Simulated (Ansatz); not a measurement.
Which is lower?

Two relaxed structures of SiH$_{3}$SO, doublet (PBE0-D4/def2-TZVP; forces vanish, vibrations not checked).

A:

Si1  (-0.232, 0.381, -0.253)
O2  (0.892, -0.872, -0.119)
S3  (0.916, -1.667, 1.297)
H4  (-1.597, -0.167, -0.082)
H5  (-0.035, 0.917, -1.619)
H6  (0.056, 1.408, 0.775)
(Å)

B:

Si1  (-0.299, 0.464, -0.276)
O2  (0.922, -1.688, 1.323)
S3  (1.159, -1.174, -0.080)
H4  (-1.656, -0.103, -0.093)
H5  (-0.128, 1.027, -1.640)
H6  (0.001, 1.475, 0.766)
(Å)

Computed with Ansatz 0.2.0 (basis: def2-TZVPP); correlated methods freeze the cores; orbitals are unrestricted. B3LYP uses VWN-RPA correlation.

Problem. Which structure is lower at CCSD(T), and by how much? (Judge from chemistry; the value comes from the calculation.)

Solution. Computed: A, by 49.6 kJ/mol (electronic energy, against the other). By their contacts, A is SiH₃SO ([SiH3][O][S]) and B is SiH₃SO ([O][S][SiH3]).

All methods give the same order:

```json
{"method": "PBE-D4", "E(B) − E(A) (kJ/mol)": "9.3"}
{"method": "r2SCAN-D4", "E(B) − E(A) (kJ/mol)": "20.1"}
{"method": "PBE0-D4", "E(B) − E(A) (kJ/mol)": "23.8"}
{"method": "B3LYP-D4", "E(B) − E(A) (kJ/mol)": "34.1"}
{"method": "wB97M-V", "E(B) − E(A) (kJ/mol)": "42.2"}
{"method": "HF", "E(B) − E(A) (kJ/mol)": "71.2"}
{"method": "MP2", "E(B) − E(A) (kJ/mol)": "68.7"}
{"method": "CCSD", "E(B) − E(A) (kJ/mol)": "54.3"}
{"method": "CCSD(T)", "E(B) − E(A) (kJ/mol)": "49.6"}
```

T1 diagnostic: at most 0.030. ⟨S²⟩ of the unrestricted Hartree–Fock references: 0.77 to 0.78 (a pure state has 0.75).

Labels in which every atom is bracketed show which atoms are joined, not bond orders.

For scale, one of the runs: CCSD(T)/def2-TZVPP, 157 basis functions, launched by `ansatz run in.yaml --threads 2 --pin off --events-out ev --progress --plain --max-ram 4352MiB`. Time: 79 s of wall clock on 2 CPU threads of an Arm Neoverse V1; the host was shared. Peak host memory: 2.4 GiB.
